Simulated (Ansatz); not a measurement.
Two isomers of C4H6ClF: A = `C=CCC(F)Cl`, B = `C=CC(C)(F)Cl`.

Computed with Ansatz on PBE0-D4/def2-TZVP structures; ΔE is electronic, products minus reactants. CCSD(T)/CBS is the MP2 limit (def2-TZVPP, def2-QZVPP) plus CCSD(T) − MP2 in def2-TZVPP, frozen cores. Functionals use def2-TZVPP. B3LYP here is the variant with VWN-RPA as its local correlation; programs differ in this. Each species was taken in one conformer, which may not be the lowest.

Task: Which isomer does CCSD(T)/CBS put lower? Give the gap. (Estimate.)

Result: Ansatz gave: B, by 15.4 kJ/mol.

Task: Give E(B) − E(A) in kJ/mol with ωB97M-V, r2SCAN-D4, B3LYP, PBE0-D4, CCSD/def2-TZVPP, B2PLYP, PBE-D4. (Best estimate.)

Result: The calculation gave: ωB97M-V -15.7, r2SCAN-D4 -18.5, B3LYP -13.3, PBE0-D4 -14.1, CCSD/def2-TZVPP -13.5, B2PLYP -14.5, PBE-D4 -14.9. None reverses the order clearly.

Largest T1 diagnostic: 0.011.

In def2-TZVPP, CCSD(T) changes the Hartree–Fock value by −4.0 kJ/mol (the triples alone add −1.4 kJ/mol) and MP2 by −5.1 kJ/mol.
